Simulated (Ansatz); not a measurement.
A made-up structure of CH3NNa, doublet:

```
6
angstrom
N -0.5184 0.2974 -0.5728
C 0.2784 0.1217 0.4754
Na 0.3287 2.2215 0.5213
H -1.5241 0.3959 -0.5251
H -0.1359 0.3210 -1.5047
H -0.3574 0.1253 1.3762
```

It is relaxed with PBE-D4/def2-SVP and then PBE0-D4/def2-TZVP (Ansatz 0.2.0). Atoms count as bonded within 1.22 times the sum of their covalent radii (H–H: 0.88 Å). The end point is not checked to be a true minimum.

Problem. Does its bonding change? (Judge from chemistry; the calculation decides.)

Solution. Computed: Yes. Formed: none; broken: N1–Na3, Na3–H6.

Where it ends: The first stage lowers the energy by 0.97 eV in 11 steps. It ends as CH₃NNa ([NH2][CH][Na]):
```json
{"atom": "N1", "x (Å)": "-0.6618", "y (Å)": "0.1461", "z (Å)": "-0.6556"}
{"atom": "C2", "x (Å)": "0.0024", "y (Å)": "0.5470", "z (Å)": "0.4227"}
{"atom": "Na3", "x (Å)": "1.1018", "y (Å)": "2.6571", "z (Å)": "0.9170"}
{"atom": "H4", "x (Å)": "-1.4999", "y (Å)": "-0.4205", "z (Å)": "-0.6411"}
{"atom": "H5", "x (Å)": "-0.3519", "y (Å)": "0.4181", "z (Å)": "-1.5750"}
{"atom": "H6", "x (Å)": "-0.5193", "y (Å)": "0.1350", "z (Å)": "1.3024"}
```

Labels in which every atom is bracketed show which atoms are joined, not bond orders.

For scale, one of the runs: PBE0-D4/def2-TZVP relaxation, 112 basis functions, launched by `ansatz run in.yaml --threads 2 --pin off --events-out ev --progress --plain --max-ram 4352MiB`. Hardware: 2 CPU threads of an Arm Neoverse V2, shared host. Wall time about 22 s.
